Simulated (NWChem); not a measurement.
# NH2, doublet; SMILES [NH2]

```xyz
3

N      0.0000     0.0000     0.1456
H      0.8000     0.0000    -0.5096
H     -0.8000     0.0000    -0.5096
```
Atoms are numbered in this order, from 1.

Results from NWChem. Spin-unrestricted. In the optimisation the excess spin sits in b2 (C2v, its own frame). The geometry was optimised at PBE0/def2-SVP, spin-unrestricted. No stability test was run on the SCF state. B3LYP is NWChem's, with the RPA form of VWN correlation.

Q: Predict the results for B3LYP/aug-cc-pVDZ. Quantities: highest occupied level (eV); lowest empty minus highest occupied level, either spin (eV); dipole (D).

A: 
```
Quantity                                                     Result
-----------------------------------------------------------  ------
highest occupied level (eV)                                   -8.62
lowest empty minus highest occupied level, either spin (eV)    5.15
dipole (D)                                                     1.78
```
